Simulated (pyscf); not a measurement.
HO–Mo(OH)(F)–F [singlet] → O=Mo(=O)(F)–F + H₂ (elimination; singlet surface; H–O, H–O broken, H–H formed). Structures and frequencies: ωB97X-D3(BJ)/def2-SVP in PySCF. Energies in kJ/mol from the reactant's lowest minimum found.

```tsv
level	barrier	reaction energy
ωB97X-D3(BJ)/def2-TZVP	151.1	-62.1
r²SCAN/def2-TZVP	65.5	-123.6
B3LYP-D3(BJ)/def2-TZVP	[?]	[?]
PBE0-D3(BJ)/def2-TZVP	109.2	-75.8
M06-2X/def2-TZVP	[?]	-29.1
ωB97M-D3(BJ)/def2-TZVP	157.5	-48.5
```

Q: Complete the blanks.

A: 
- B3LYP-D3(BJ)/def2-TZVP, barrier: 112.6
- B3LYP-D3(BJ)/def2-TZVP, reaction energy: -81.1
- M06-2X/def2-TZVP, barrier: 169.0

The functionals in the table span 103.4 kJ/mol in this barrier, from r²SCAN to M06-2X. On the reactant side the descent ends in a point that may be a rotor saddle (no frequency run), 11.2 kJ/mol over the lowest minimum found and 139.8 kJ/mol under the saddle at ωB97X-D3(BJ)/def2-TZVP. The other spin state of HO–Mo(OH)(F)–F [singlet] is not in these data. One saddle was located; it need not be the lowest between these sides. A restricted singlet here is unstable towards spin polarisation, as is usual where a triplet lies low; its energy is less safe. Elements past Kr carry the def2 core potentials, without spin-orbit coupling.
